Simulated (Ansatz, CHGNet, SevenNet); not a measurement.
Ladder of methods for the elastic constant C44 of rock-salt SnTe (cubic form, which distorts at low temperature)

Reference value: 9.69 GPa (measured, temperature not stated, not corrected to a static lattice; as tabulated in Oses et al. (2018), arXiv:1811.08464).

```tsv
level (code)	value (GPa)	cell (Å³/atom)	difference (%)
CHGNet 0.3.0	1.23	33.01	-87
SevenNet-0	16.1	32.91	+66
SevenNet-l3i5	11.7	32.96	+21
LDA (Ansatz)	18.7	30.30	+93
PBE (Ansatz)	16.5	32.93	+70
PBEsol (Ansatz)	17.6	31.08	+82
r²SCAN (Ansatz)	18.7	32.33	+93
```

The reference's temperature isn't stated, so close values are not ranked against it. Off by more than 25 %, or 35 % on the side where a correction would as a rule narrow the miss (bounds picked here): r²SCAN (+93 %), LDA (+93 %), CHGNet 0.3.0 (-87 %), PBEsol (+82 %), PBE (+70 %), SevenNet-0 (+66 %).

The measured value isn't corrected to a static lattice, so vibrations enter the comparison. A static lattice is as a rule stiffer than a warm one, by over a tenth in soft solids.  LDA, PBE, PBEsol, r²SCAN: symmetry holds this phase in the static calculation, where it need not be a minimum. PBE: the solid has no gap at this level, which affects its response. Each level is taken at its own relaxed cell. Cutoffs differ between the levels. Ansatz's density-functional and Hartree–Fock values are scalar-relativistic unless marked +SOC, with PAW data made under PBE.

Machine-learned potentials (CHGNet 0.3.0, SevenNet-0, SevenNet-l3i5) are trained on DFT data: a solid inside that data is no test of them.

Differences are worked out from the printed values.

Ansatz is an electronic-structure program.
